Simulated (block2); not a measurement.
# CClF (SMILES F[C]Cl) at DMRG/STO-3G

Aim: the vertical triplet–singlet gap of CClF at DMRG/STO-3G, from 2 runs. The job is set up through a Python script.

The results are computed with block2 0.5.4.

4 further runs of the same task are left out: 1 that didn't finish, 3 set aside as unsound or not needed.

## Step 1: The system as given

The species is CClF (3 atoms), meant as a triplet with charge 0. SMILES: `F[C]Cl`. The coordinates come from a GFN2-xTB relaxation.

Bond lengths: F1–C2 1.332 Å, C2–Cl3 1.644 Å. Angles: F1–C2–Cl3 123.8°.

## Step 2: The energy at DMRG/STO-3G

Input file run_dmrg.py:

```python
import numpy as np
from pyscf import cc, dft, gto, mcscf, mp, scf
from pyblock2._pyscf.ao2mo import integrals as itg
from pyblock2.driver.core import DMRGDriver, SymmetryTypes

mol = gto.M(atom=[
    ("F", (-0.998630, 0.639490, -0.473520)),
    ("C", (-0.216580, -0.392190, -0.160770)),
    ("Cl", (1.215200, -0.247300, 0.634290)),
], basis="sto-3g", spin=2, verbose=3)
print("basis functions = %d" % (mol.nao))
mf = scf.ROHF(mol)
mf.conv_tol = 1e-10
mf.max_cycle = 200
mf.kernel()
if not mf.converged:
    mf = mf.newton().run(mf.mo_coeff, mf.mo_occ)
print(f"E(SCF) = {mf.e_tot:.10f}")
# MP2, CCSD and CCSD(T) with the same frozen core
ref = scf.UHF(mol).run(mf.make_rdm1(), conv_tol=1e-10)
pt = mp.MP2(ref, frozen=7).run()
mycc = cc.CCSD(ref, frozen=7)
mycc.max_cycle = 150
mycc.kernel()
print("MP2 total energy = %.10f" % (pt.e_tot))
if mycc.converged:
    print(f"E(CCSD) = {mycc.e_tot:.10f}")
    print(f"CCSD(T) total energy = {mycc.e_tot + mycc.ccsd_t():.10f}")
# a few density functionals on the same geometry and basis
ks = dft.UKS(mol, xc="camb3lyp").set(conv_tol=1e-9, verbose=3).run(mf.make_rdm1())
if ks.converged:
    print("E(CAM-B3LYP) = %.8f" % (ks.e_tot))
ks = dft.UKS(mol, xc="blyp").set(conv_tol=1e-9, verbose=3).run(mf.make_rdm1())
if ks.converged:
    print(f"E(BLYP) = {ks.e_tot:.8f}")
ks = dft.UKS(mol, xc="revpbe").set(conv_tol=1e-9, verbose=3).run(mf.make_rdm1())
if ks.converged:
    print("E(revPBE) = %.8f" % (ks.e_tot))
# natural orbitals of MP2 give a compact matrix product state
occ_no, mo = mcscf.addons.make_natural_orbitals(mp.MP2(mf.to_uhf(), frozen=7).run())
mf.mo_coeff = mo
ncas, n_elec, spin, ecore, h1e, g2e, orb_sym = itg.get_rhf_integrals(mf, ncore=7, ncas=12, pg_symm=False, g2e_symm=1)
dmrg = DMRGDriver(scratch="./tmp", symm_type=SymmetryTypes.SU2, stack_mem=1500 << 20, n_threads=1)
# order the orbitals along the chain
idx = dmrg.orbital_reordering(h1e, g2e, method="fiedler")
print("orbital order:", idx.tolist())
h1e = h1e[np.ix_(idx, idx)]
g2e = g2e[np.ix_(idx, idx, idx, idx)]
orb_sym = np.array(orb_sym)[idx]
dmrg.initialize_system(n_sites=ncas, n_elec=n_elec, spin=spin, orb_sym=orb_sym)
mpo = dmrg.get_qc_mpo(h1e=h1e, g2e=g2e, ecore=ecore, iprint=0)
occs = np.array([1.9] * 8 + [1.0] * 2 + [0.1] * 2)[idx]
psi = dmrg.get_random_mps(tag="GS", bond_dim=25, nroots=1, occs=occs)
bond_dims = [25] * 3 + [50] * 4 + [100] * 2
noises = [0.0001] * 3 + [0.0001] * 4 + [1e-05] * 2 + [0]
thrds = [1e-08] * 9
e = dmrg.dmrg(mpo, psi, n_sweeps=15, tol=1e-06, bond_dims=bond_dims, noises=noises, thrds=thrds, iprint=1)
ms, dws, es = dmrg.get_dmrg_results()
print("max discarded weight = %.3e" % (dws[-1]))
print("E(final) = %.10f" % (e))
dm1 = dmrg.get_1pdm(psi)
print("natural occupations =", np.round(np.linalg.eigvalsh(dm1)[::-1], 5).tolist())
c_act = mf.mo_coeff[:, 7:19][:, idx]
dm_ao = c_act @ dm1 @ c_act.T + 2 * mf.mo_coeff[:, :7] @ mf.mo_coeff[:, :7].T
print("dipole moment (debye) =", np.round(scf.hf.dip_moment(mol, dm_ao, verbose=0), 4).tolist())
print("max block entropy = %.4f" % (max(dmrg.get_bipartite_entanglement(psi))))
csf, coef = dmrg.get_csf_coefficients(psi, cutoff=0.05, iprint=1)
print(f"leading coefficient squared = {np.max(np.abs(coef)) ** 2:.4f}")
# exact diagonalisation in the same space
ci = mcscf.CASCI(mf, 12, (10, 8))
ci.fix_spin_(ss=2)
ci.fcisolver.conv_tol = 1e-10
ci.fcisolver.max_cycle = 200
ci.kernel()
print(f"E(FCI) = {ci.e_tot:.10f}")
```

Launch:

```sh
python run_dmrg.py
```

The log of the run:

```text
basis functions = 19
converged SCF energy = -589.897233744073
E(SCF) = -589.8972337441
converged SCF energy = -589.899244289531  <S^2> = 2.0084074  2S+1 = 3.0055997
E(UMP2) = -589.950881772268  E_corr = -0.0516374827376867
E(SCS-UMP2) = -589.951829523367  E_corr = -0.0525852338367505
E(UCCSD) = -589.9671147502901  E_corr = -0.0678704607595924
MP2 total energy = -589.9508817723
E(CCSD) = -589.9671147503
UCCSD(T) correction = -0.0026310960931317
CCSD(T) total energy = -589.9697458464
converged SCF energy = -590.982090987809  <S^2> = 2.0021354  2S+1 = 3.0014233
E(CAM-B3LYP) = -590.98209099

WARN: HOMO -0.047246026046223 >= LUMO -0.055728974240768

WARN: HOMO 0.0281010660998464 >= LUMO 0.0120311350177208

WARN: HOMO -0.040867170473469 >= LUMO -0.0468391958542644

WARN: HOMO -0.0355779366226705 >= LUMO -0.0441998625793367

WARN: HOMO -0.0378531349020389 >= LUMO -0.0460296995922983

WARN: HOMO -0.0376913519716126 >= LUMO -0.0457733919973679
[... 3 lines left out ...]
WARN: HOMO -0.0376954173085561 >= LUMO -0.0457743874524098
[... 3 lines left out ...]
converged SCF energy = -590.954574620003  <S^2> = 2.0013706  2S+1 = 3.0009136
[... 4 lines left out ...]
WARN: HOMO -0.0417329110407859 >= LUMO -0.0421309866877499
[... 3 lines left out ...]
WARN: HOMO -0.0432167109565821 >= LUMO -0.0432575298297696
[... 3 lines left out ...]
WARN: HOMO -0.0432230729396408 >= LUMO -0.0432573547157937
[... 3 lines left out ...]
converged SCF energy = -590.94014142325  <S^2> = 2.0018802  2S+1 = 3.0012532
[... 35 lines left out ...]
Sweep =   10 | Direction =  forward | Bond dimension =  100 | Noise =  0.00e+00 | Dav threshold =  1.00e-07
Time elapsed =      4.480 | E =    -589.9704994670 | DE = -4.59e-06 | DW = 1.62440e-06

Sweep =   11 | Direction = backward | Bond dimension =  100 | Noise =  0.00e+00 | Dav threshold =  1.00e-07
Time elapsed =      5.152 | E =    -589.9705057937 | DE = -6.33e-06 | DW = 1.68551e-06

Sweep =   12 | Direction =  forward | Bond dimension =  100 | Noise =  0.00e+00 | Dav threshold =  1.00e-07
Time elapsed =      5.857 | E =    -589.9705057994 | DE = -5.71e-09 | DW = 1.69078e-06

max discarded weight = 1.691e-06
E(final) = -589.9705057994
natural occupations = [1.99949, 1.99924, 1.99643, 1.99544, 1.99034, 1.98724, 1.97802, 1.96547, 1.01163, 1.00821, 0.04173, 0.02675]
dipole moment (debye) = [-0.7642, 0.0233, -0.4133]
max block entropy = 0.3290
mps center changed (temporarily)
DTRIE T =      0.001
Number of CSF =          3 (cutoff =      0.05)
Sum of weights of included CSF =    0.952603795571773

CSF          0 --0202222222  =   -0.971866059704897
CSF          1 --2002222222  =    0.067384044851582
CSF          2 2-0202-22222  =   -0.059494101093217
leading coefficient squared = 0.9445
CASCI E = -589.970521129480  E(CI) = -73.2704269920451  S^2 = 2.0000000
E(FCI) = -589.9705211295
```

Wall time 11 s (1 thread of AMD EPYC 7B13 (Zen 3), shared host); peak memory 0.32 GiB.

## Step 3: The singlet: the energy at DMRG/STO-3G

Input file block2_dmrg.py:

```python
import numpy as np
from pyscf import cc, dft, gto, mcscf, mp, scf
from pyblock2._pyscf.ao2mo import integrals as itg
from pyblock2.driver.core import DMRGDriver, SymmetryTypes

mol = gto.M(atom="""
F     -1.88713720     1.20846096    -0.89482311
C     -0.40927688    -0.74113169    -0.30381127
Cl     2.29639519    -0.46732927     1.19863438
""", basis="sto-3g", unit="bohr", verbose=4, max_memory=2000)
print("nao                      = %d" % (mol.nao))
mf = scf.RHF(mol)
mf.conv_tol = 1e-10
mf.max_cycle = 200
mf.kernel()
if not mf.converged:
    mf = mf.newton().run(mf.mo_coeff, mf.mo_occ)
print("E(HF)                    = %.10f" % (mf.e_tot))
# single-reference ladder for comparison
ref = mf
pt = mp.MP2(ref, frozen=7).run()
mycc = cc.CCSD(ref, frozen=7)
mycc.max_cycle = 150
mycc.kernel()
print("MP2 total energy         = %.10f" % (pt.e_tot))
if mycc.converged:
    print(f"E(CCSD)                  = {mycc.e_tot:.10f}")
    print("E(CCSD(T))               = %.10f" % (mycc.e_tot + mycc.ccsd_t()))
    print("T1                       = %.4f" % (mycc.get_t1_diagnostic()))
# a few density functionals on the same geometry and basis
ks = dft.RKS(mol, xc="camb3lyp").set(conv_tol=1e-9, verbose=3).run()
if ks.converged:
    print("E(CAM-B3LYP)             = %.8f" % (ks.e_tot))
ks = dft.RKS(mol, xc="blyp").set(conv_tol=1e-9, verbose=3).run()
if ks.converged:
    print(f"E(BLYP)                  = {ks.e_tot:.8f}")
ks = dft.RKS(mol, xc="revpbe").set(conv_tol=1e-9, verbose=3).run()
if ks.converged:
    print(f"E(revPBE)                = {ks.e_tot:.8f}")
# rotate to MP2 natural orbitals
occ_no, mo = mcscf.addons.make_natural_orbitals(mp.MP2(mf, frozen=7).run())
mf.mo_coeff = mo
ncas, n_elec, spin, ecore, h1e, g2e, orb_sym = itg.get_rhf_integrals(mf, ncore=7, ncas=12, pg_symm=False, g2e_symm=1)
driver = DMRGDriver(scratch="./tmp", symm_type=SymmetryTypes.SU2, stack_mem=1500 << 20, n_threads=1)
# order the orbitals along the chain
idx = driver.orbital_reordering(h1e, g2e, method="gaopt")
print("orbital order:", idx.tolist())
h1e = h1e[np.ix_(idx, idx)]
g2e = g2e[np.ix_(idx, idx, idx, idx)]
orb_sym = np.array(orb_sym)[idx]
driver.initialize_system(n_sites=ncas, n_elec=n_elec, spin=spin, orb_sym=orb_sym)
mpo = driver.get_qc_mpo(h1e=h1e, g2e=g2e, ecore=ecore, iprint=0)
occs = np.array([1.7] * 9 + [0.3] * 3)[idx]
ket = driver.get_random_mps(tag="GS", bond_dim=50, nroots=1, occs=occs)
bond_dims = [50] * 4 + [100] * 3
noises = [0.0001] * 4 + [1e-05] * 3 + [0]
thrds = [1e-08] * 7
e = driver.dmrg(mpo, ket, n_sweeps=13, tol=1e-06, bond_dims=bond_dims, noises=noises, thrds=thrds, iprint=1)
ms, dws, es = driver.get_dmrg_results()
print("discarded weight         = %.3e" % (dws[-1]))
print(f"E(final)                 = {e:.10f}")
# exact diagonalisation in the same space
ci = mcscf.CASCI(mf, 12, (9, 9))
ci.fix_spin_(ss=0)
ci.fcisolver.conv_tol = 1e-10
ci.fcisolver.max_cycle = 200
ci.kernel()
print("exact diagonalisation    = %.10f" % (ci.e_tot))
```

Launch:

```sh
python block2_dmrg.py
```

The log of the run:

```text
[INPUT] verbose = 4
[INPUT] num. atoms = 3
[INPUT] num. electrons = 32
[INPUT] charge = 0
[INPUT] spin (= nelec alpha-beta = 2S) = 0
[INPUT] symmetry False subgroup None
[INPUT] Mole.unit = bohr
[INPUT] Symbol           X                Y                Z      unit          X                Y                Z       unit  Magmom
[INPUT]  1 F     -0.998630000119   0.639490000319  -0.473519997617 AA   -1.887137200000   1.208460960000  -0.894823110000 Bohr   0.0
[INPUT]  2 C     -0.216579997852  -0.392190000639  -0.160770000505 AA   -0.409276880000  -0.741131690000  -0.303811270000 Bohr   0.0
[INPUT]  3 Cl     1.215200001814  -0.247299999680   0.634289998121 AA    2.296395190000  -0.467329270000   1.198634380000 Bohr   0.0

[... 50 lines left out ...]
converged SCF energy = -589.87964204038
[... 23 lines left out ...]
Init t2, MP2 energy = -589.957225337984  E_corr(MP2) -0.0775832976039339
[... 15 lines left out ...]
CCSD converged
[... 1 line left out ...]
MP2 total energy         = -589.9572253358
[... 13 lines left out ...]
converged SCF energy = -591.000157837739
[... 10 lines left out ...]
converged SCF energy = -590.983338983726
[... 10 lines left out ...]
converged SCF energy = -590.967561925429
[... 30 lines left out ...]
Sweep =    6 | Direction =  forward | Bond dimension =  100 | Noise =  1.00e-05 | Dav threshold =  1.00e-08
Time elapsed =      3.981 | E =    -589.9854328604 | DE = -1.23e-06 | DW = 4.85369e-07

Sweep =    7 | Direction = backward | Bond dimension =  100 | Noise =  0.00e+00 | Dav threshold =  1.00e-07
Time elapsed =      4.700 | E =    -589.9854329043 | DE = -4.39e-08 | DW = 3.82145e-07

discarded weight         = 3.821e-07
E(final)                 = -589.9854329043

******** <class 'pyscf.mcscf.casci.CASCI'> ********
CAS (9e+9e, 12o), ncore = 7, nvir = 0
natorb = False
canonicalization = True
sorting_mo_energy = False
max_memory 2000 MB (current use 333 MB)
******** <class 'pyscf.fci.addons.SpinPenaltyFCISolver'> ********
max. cycles = 200
conv_tol = 1e-10
davidson only = True
linear dependence = 1e-12
level shift = 0.001
max iter space = 12
max_memory 2000 MB
nroots = 1
pspace_size = 400
spin = None
Density matrix diagonal elements [1.99953712 1.99936453 1.99781667 1.99431766 1.98729477 1.95948577
 1.95567619 1.96122135 1.95232368 0.10780289 0.04941366 0.03574572]
CASCI converged
CASCI E = -589.985433668538  E(CI) = -73.2851763108415  S^2 = 0.0000000
exact diagonalisation    = -589.9854336685
```

Run time: 13 s. Hardware: 1 thread of AMD EPYC 7B13 (Zen 3), shared host; peak memory 0.31 GiB.

## Step 4: What came out

Level: DMRG/STO-3G, 7 core orbitals frozen.

| quantity | value |
| --- | --- |
| run 1, DMRG/STO-3G: total energy | -589.97051 Eh |
| run 1, DMRG/STO-3G: dipole moment (of the density that the program reports) | 0.87 D |
| singlet: total energy | -589.98543 Eh |
| singlet: T1 diagnostic of the CCSD step | 0.021 |
| vertical energy of the singlet above the triplet | -0.406 eV |

What this shows: At this shape the singlet lies 0.41 eV (9.4 kcal/mol) below the triplet. In a minimal basis such a difference can be off by several eV, whatever the method. The T1 diagnostic (singlet) of 0.021 is above the customary mark for such species, so a single reference may not serve.
